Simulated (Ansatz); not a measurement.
# SiNH₅ with PH₃: superposition error and deformation, part 3 of 3

Ansatz 0.2.0, Gaussian basis. Earlier steps stand in the parts before.

### Step 25. B97M-V/def2-TZVPPD

The inputs:

free-a/in.yaml

```yaml
crystal:
  periodic: [false, false, false]
  atoms:
    - {symbol: Si, position_ang: [-0.308002, -0.619359, -1.754619]}
    - {symbol: N, position_ang: [0.561069, 0.623218, -0.942623]}
    - {symbol: H, position_ang: [-0.630830, -1.675676, -0.760888]}
    - {symbol: H, position_ang: [-1.553719, -0.022101, -2.301405]}
    - {symbol: H, position_ang: [0.403147, -1.280560, -2.890107]}
    - {symbol: H, position_ang: [0.717602, 1.504698, -1.404349]}
    - {symbol: H, position_ang: [1.346810, 0.383097, -0.359765]}
basis:
  gaussian: {orbitals: "def2-TZVPPD.json"}
hamiltonian: {xc: {name: B97M-V}}
```

free-b/in.yaml

```yaml
crystal:
  periodic: [false, false, false]
  atoms:
    - {symbol: P, position_ang: [0.389756, 0.150853, 2.383714]}
    - {symbol: H, position_ang: [-0.801514, -0.478260, 1.935936]}
    - {symbol: H, position_ang: [-0.187633, 1.447091, 2.340949]}
    - {symbol: H, position_ang: [0.063213, -0.033102, 3.753159]}
basis:
  gaussian: {orbitals: "def2-TZVPPD.json"}
hamiltonian: {xc: {name: B97M-V}}
```

The same command starts each run, in its folder.

On the command line:

```console
$ ansatz run in.yaml --threads 4 --pin off --events-out ev --progress --plain --max-ram 9574MiB
```

Log of free-a, shortened:

```text
Functional definition: B97M-V
  name "B97M-V"
  cite "Mardirossian & Head-Gordon, J. Chem. Phys. 142, 074111 (2015) doi:10.1063/1.4907719"
  cite "Becke, J. Chem. Phys. 107, 8554 (1997) doi:10.1063/1.475007"
  cite "Vydrov & Van Voorhis, J. Chem. Phys. 133, 244103 (2010) doi:10.1063/1.3521275"
  # Of w^i u^j: cxij and so on, Table III.
[...]
  gx(w, u) = cx00 + cx01*u + cx02*u^2 + (cx10 + cx11*u)*w
[...]
  gos(w, u) = cos00 + cos01*u + cos03*u^3 + cos10*w + cos32*w^3*u^2
[...]
      + integral(e_c_pw_mod_opposite_spin*gos(b97_w_opposite, b97_u_opposite)) + vv10(b, c)
779 factors; their error is unknown
[...]
mean field -9448.26800571 eV, -347.2174449438 hartree, gradient 2.3e-5 eV, S^2 0.000000; 0 other end points of the search recorded, 0 dependent functions left out
reference -9448.26806638 eV, -347.2174471733 hartree; 13, 13 occupied and 157, 157 virtual orbitals, 779 factors
Total energy: -9448.26806638 eV, -347.2174471733 hartree
```

Log of free-b, shortened:

```text
[... 5 set-up lines as earlier in the session ...]
  # Of w^i u^j: cxij and so on, Table III.
[...]
  gx(w, u) = cx00 + cx01*u + cx02*u^2 + (cx10 + cx11*u)*w
[...]
  gos(w, u) = cos00 + cos01*u + cos03*u^3 + cos10*w + cos32*w^3*u^2
[...]
      + integral(e_c_pw_mod_opposite_spin*gos(b97_w_opposite, b97_u_opposite)) + vv10(b, c)
493 factors; their error is unknown
[...]
mean field -9335.23529579 eV, -343.0635694706 hartree, gradient 3.8e-5 eV, S^2 0.000000; 0 other end points of the search recorded, 0 dependent functions left out
reference -9335.23533832 eV, -343.0635710335 hartree; 9, 9 occupied and 90, 90 virtual orbitals, 493 factors
Total energy: -9335.23533832 eV, -343.0635710335 hartree
```

Wall times: 3.2 s (free-a), 1.1 s (free-b) on 4 threads of Arm Neoverse V1, shared host.

### Step 26. HSE06-D4/def2-TZVPPD

Each input of step 25 (free-a, free-b) changes in the same lines:

```diff
-hamiltonian: {xc: {name: B97M-V}}
+hamiltonian: {xc: hse06, dispersion: d4}
```

One command serves all of them, each in its own folder.

On the command line:

```console
$ ansatz run in.yaml --threads 4 --pin off --events-out ev --progress --plain --max-ram 9574MiB
```

Log of free-a, shortened:

```text
[... 6 set-up lines as earlier in the session ...]
[...]
796 factors; their error is unknown
89 factors; integrals over basis functions are off by at most 2.7e-6 eV
[...]
mean field -9445.06904103 eV, -347.0998851602 hartree, gradient 1.4e-5 eV, S^2 0.000000; 0 other end points of the search recorded, 0 dependent functions left out
reference -9445.06908078 eV, -347.0998866210 hartree; 13, 13 occupied and 157, 157 virtual orbitals, 796 factors
Total energy: -9445.13301066 eV, -347.1022360008 hartree
```

Output in free-b, shortened:

```text
[... 6 set-up lines as earlier in the session ...]
[...]
517 factors; their error is unknown
56 factors; integrals over basis functions are off by at most 3.1e-6 eV
[...]
mean field -9333.76608177 eV, -343.0095768511 hartree, gradient 6.8e-6 eV, S^2 0.000000; 0 other end points of the search recorded, 0 dependent functions left out
reference -9333.76611238 eV, -343.0095779762 hartree; 9, 9 occupied and 90, 90 virtual orbitals, 517 factors
Total energy: -9333.78791921 eV, -343.0103793622 hartree
```

Wall times: 1.1 s (free-a), 0.4 s (free-b) on 4 threads of Arm Neoverse V1, shared host.

### Step 27. CCSD(T)/def2-TZVPPD

Each input of step 26 (free-a, free-b) changes in the same lines:

```diff
-hamiltonian: {xc: hse06, dispersion: d4}
+correlation: {method: ccsd_t}
```

Each run has its own folder and the same command.

On the command line:

```console
$ ansatz run in.yaml --threads 4 --pin off --events-out ev --progress --plain --max-ram 9574MiB
```

Log of free-a, shortened:

```text
[... 4 set-up lines as earlier in the session ...]
[...]
949 factors; integrals over basis functions are off by at most 1.0e-3 eV
[...]
mean field -9424.69526903 eV, -346.3511628491 hartree, gradient 1.1e-6 eV, S^2 0.000000; 0 other end points of the search recorded, 0 dependent functions left out
6 core orbitals not correlated: weight in the atoms' cores, before any rotation towards them, 1.000 or more for the frozen orbitals, at most 0.000 for the correlated occupied ones
reference -9424.69526903 eV, -346.3511628491 hartree; 7, 7 occupied and 157, 157 virtual orbitals, 949 factors
second order -9.63414110 eV of doubles, -0.00000000 eV of singles
cycle   1  -10.15157466 eV  change   -5.2e-1 eV  update   6.5e-2
[...]
cycle   9  -10.47033277 eV  change   -2.9e-6 eV  update   1.2e-5
perturbative correction -0.34219141 eV, -0.0125753023 hartree
Total energy: -9435.50779322 eV, -346.7485157838 hartree
```

Log of free-b, shortened:

```text
[... 4 set-up lines as earlier in the session ...]
[...]
541 factors; integrals over basis functions are off by at most 1.0e-3 eV
[...]
mean field -9319.46167408 eV, -342.4838995645 hartree, gradient 1.8e-6 eV, S^2 0.000000; 0 other end points of the search recorded, 0 dependent functions left out
5 core orbitals not correlated: weight in the atoms' cores, before any rotation towards them, 1.000 or more for the frozen orbitals, at most 0.000 for the correlated occupied ones
reference -9319.46167408 eV, -342.4838995645 hartree; 4, 4 occupied and 90, 90 virtual orbitals, 541 factors
second order -4.66165413 eV of doubles, -0.00000000 eV of singles
cycle   1  -5.21958469 eV  change   -5.6e-1 eV  update   5.8e-2
[...]
cycle   9  -5.43669384 eV  change    2.4e-6 eV  update   3.6e-6
perturbative correction -0.18797613 eV, -0.0069079953 hartree
Total energy: -9325.08634405 eV, -342.6906023732 hartree
```

They took 8.5 s (free-a), 0.71 s (free-b) on 4 threads of Arm Neoverse V1, shared host; peak memory 1.4 GiB.

### Step 28. The split

| method | interaction with counterpoise (kcal/mol) | without | superposition error | deformation | binding energy |
| --- | --- | --- | --- | --- | --- |
| PBE-D4 | -2.49 | -2.58 | 0.09 | 0.05 | -2.44 |
| revPBE-D4 | -2.35 | -2.45 | 0.10 | 0.04 | -2.31 |
| BLYP-D4 | -2.27 | -2.38 | 0.11 | 0.03 | -2.24 |
| r2SCAN-D4 | -1.97 | -2.04 | 0.08 | 0.03 | -1.93 |
| B97M-V | -1.92 | -1.99 | 0.07 | 0.05 | -1.87 |
| PBE0-D4 | -2.30 | -2.37 | 0.08 | 0.02 | -2.28 |
| B3LYP-D4 | -2.28 | -2.37 | 0.09 | 0.00 | -2.28 |
| HSE06-D4 | -2.28 | -2.36 | 0.07 | 0.02 | -2.26 |
| wB97X-V | -1.91 | -1.99 | 0.08 | -0.02 | -1.93 |
| wB97M-V | -1.90 | -2.00 | 0.10 | 0.01 | -1.89 |
| B2PLYP | -0.81 | -0.99 | 0.18 | -0.01 | -0.82 |
| Hartree-Fock | 0.45 | 0.38 | 0.07 | -0.11 | 0.34 |
| MP2 | -1.74 | -2.15 | 0.41 | -0.02 | -1.76 |
| CCSD | -1.27 | -1.64 | 0.37 | -0.02 | -1.29 |
| CCSD(T) | -1.62 | -2.03 | 0.41 | -0.01 | -1.64 |

### Step 29. Summary of results

This closing draws on all 3 parts.

| quantity | value |
| --- | --- |
| interaction, CCSD(T) | -1.62 kcal/mol |
| superposition error | 0.41 kcal/mol |
| deformation | -0.01 kcal/mol |
| binding energy | -1.64 kcal/mol |

**Reading.** In this basis the superposition error is 0.41 kcal/mol for CCSD(T) and 0.09 kcal/mol on average for the plain functionals: correlated methods borrow far more, since they need many more functions to converge. The free shapes are PBE0-D4 minima, so other methods can show a small negative deformation energy.
